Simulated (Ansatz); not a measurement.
Reaction (SMILES): [C](=C)Cl → 2 C atom + Cl atom + 2 H atom
B3LYP-D3(BJ)/def2-TZVP geometries, fixed; electronic energies without zero-point terms.
Largest species:
```xyz
5

C      0.0924     0.6987    -0.0099
C      1.3520     1.0534    -0.0189
Cl    -0.7322    -0.7609     0.0128
H      2.1572     0.3219    -0.0114
H      1.6238     2.1015    -0.0342
```
Charge 0, spin multiplicity 2.

Effect of the final integration grid (spheres per factor e of radius in core and valence, angular degree) at PBE/cc-pV(T+d)Z with Ansatz (a quantum-chemistry and plane-wave program), against the last row, where the atomisation energy is 447.88 kcal/mol. Open shells are unrestricted. The default's grid is 13, 11, 36.

```tsv
setting	largest shift of a total energy (mEh)	shift of the atomisation energy (kcal/mol)
accuracy: medium (default)	0.001	0.000
final_grid: 4, 3, 11	1.541	-1.355
final_grid: 6, 5, 17	-0.081	0.044
final_grid: 8, 7, 23	-0.005	0.002
final_grid: 10, 9, 29	-0.001	0.000
final_grid: 18, 15, 47	0.000	0.000
final_grid: 26, 22, 59	0.000	0.000
```

Within 0.1 kcal/mol in the atomisation energy: accuracy: medium (default); final_grid: 6, 5, 17; final_grid: 8, 7, 23; final_grid: 10, 9, 29; final_grid: 18, 15, 47. The largest shift is 1.541 mEh in a total energy and 1.355 kcal/mol in the difference.
